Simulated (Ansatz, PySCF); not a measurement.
Gas-phase reaction in SMILES: C#CC [prop-1-yne] -> C#CC as doublet, charge +1 + e-
Structures are relaxed separately at B3LYP-D3(BJ)/def2-TZVP in Ansatz (a program for electronic structure). A spin state is the lowest found, not a proven ground state.

Wanted: adiabatic ionisation energy (0 K, with B3LYP-D3(BJ) harmonic zero-point energies from PySCF), in eV. Correlated levels leave the core frozen unless marked. Open shells are spin-unrestricted. Spin-orbit coupling is left out. No relativistic terms. CBS(X,Y): correlation extrapolated as X^-3; Hartree-Fock from the larger set. The bracket is a focal-point correction in the basis named.

RI-MP2/CBS(cc-pVTZ,cc-pVQZ)+[CCSD(T)-MP2]/cc-pVTZ (Ansatz) gives 10.35 eV.

Problem. Another calculation gave 9.89 eV. Which level was it?
A. PBE-QIDH/def2-TZVPD (Ansatz)
B. BHLYP/def2-TZVPD (Ansatz)
C. PW6B95/def2-TZVPD (PySCF)
D. HF/def2-TZVPD (PySCF)

Solution. B, BHLYP/def2-TZVPD (Ansatz). The others give 10.06 (PW6B95), 8.86 (HF), 10.19 (PBE-QIDH) eV.
